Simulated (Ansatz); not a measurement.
# HBe–BeH: how the atomization moves with the basis

HBe–BeH, singlet; coordinates (Å): Be 0.000 0.000 1.053; Be 0.000 0.000 -1.053; H 0.000 0.000 2.400; H 0.000 0.000 -2.400. Quantity: atomization.

Ansatz 0.2.0, basis cc-pVDZ or cc-pVTZ; geometries are PBE0/def2-TZVP minima. Wave-function levels freeze the cores; HF, MP2 and coupled cluster are restricted for singlets and unrestricted otherwise, atoms included (their steps beyond CCSDT(Q) come from restricted open-shell runs), Kohn–Sham unrestricted where that lies lower. The reference is CCSDT(Q) or full CI (coupled cluster only where its series has nearly closed). Semilocal and hybrid functionals correlate all electrons outside any core potential and usually lie nearer their basis limit than the reference, so part of their error here is the reference's basis and frozen-core error; RPA and the MP2 part of double hybrids freeze the same cores as the reference. None of these values is a measured one. Energies are electronic, without zero-point terms. No spin–orbit coupling and no scalar relativity. The species are chosen: bound, without strong static correlation by their natural occupations or amplitudes, in their lowest spin state as far as vertical gaps and like structures tell, and with a ladder that closes on the reference, so errors are smaller than for species at large; levels whose determinant breaks symmetry or spin markedly are left out.

| level | cc-pVDZ (kJ/mol) | cc-pVTZ (kJ/mol) |
| --- | --- | --- |
| reference | 678.3 (full CI) | 718.1 (CCSDT(Q)) |
| HF | 627.0 | 636.9 |
| MP2 | 698.8 | 735.2 |
| CCSD | 673.3 | 711.8 |
| CCSD(T) | 676.9 | 716.6 |
| PBE | 744.0 | 757.2 |
| r2SCAN | 765.6 | 778.7 |
| PBE0 | 748.4 | 760.1 |

From cc-pVDZ to cc-pVTZ the reference moves by 39.8 kJ/mol and PBE by 13.2; the step from CCSD(T) to the reference is 1.4 in the first and 1.4 in the last.
